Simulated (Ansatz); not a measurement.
Geometry optimisation, RKS B3LYP/def2-mTZVP in Ansatz.

Input:

```yaml
crystal:
  periodic: [false, false, false]
  atoms:
    - { symbol: Al, position_ang: [0.055442, -0.044468, 0.136429] }
    - { symbol: H, position_ang: [0.629892, -0.430621, 1.510731] }
    - { symbol: F, position_ang: [1.60178, 0.42407, -0.250902] }
    - { symbol: "N", position_ang: [-1.419137, 0.00551, -0.821726] }
    - { symbol: H, position_ang: [-2.326806, -0.305301, -0.503996] }
    - { symbol: H, position_ang: [-1.484171, 0.350811, -1.769637] }
basis:
  gaussian: { orbitals: def2-mTZVP }
hamiltonian:
  xc: b3lyp
relax:
  f_tol: 0.03
  max_steps: 50
```

Run as:

```bash
$ ansatz run input.yaml --threads 1 --pin off --max-ram 2048MiB --backend cpu --events-out ev --progress --plain --runs-dir out
```

Q: Where does it end, and by what steps?

A: It converged. After 5 steps the energy has fallen by 0.622 eV; H2 moved furthest, 0.41 Å.

| step | energy less start (eV) | largest force component (eV/Å) | accepted |
| --- | --- | --- | --- |
| 0 | 0.0000 | 1.393 | yes |
| 1 | -0.4470 | 1.034 | yes |
| 2 | -0.6042 | 0.565 | yes |
| 3 | -0.6183 | 0.340 | yes |
| 4 | -0.6218 | 0.072 | yes |
| 5 | -0.6221 | 0.015 | yes |

```xyz
6
Properties=species:S:1:pos:R:3
Al 0.183 -0.024 0.159
H 0.261 -0.552 1.632
F 1.556 0.537 -0.588
N -1.319 0.006 -0.766
H -2.214 -0.316 -0.422
H -1.409 0.348 -1.713
```

Whether the end is a true minimum wasn't checked by a vibrational analysis.

The run took 10 s on 1 thread of Intel(R) Xeon(R) Platinum 8488C (Sapphire Rapids), on a shared host, peak memory 0.15 GiB.
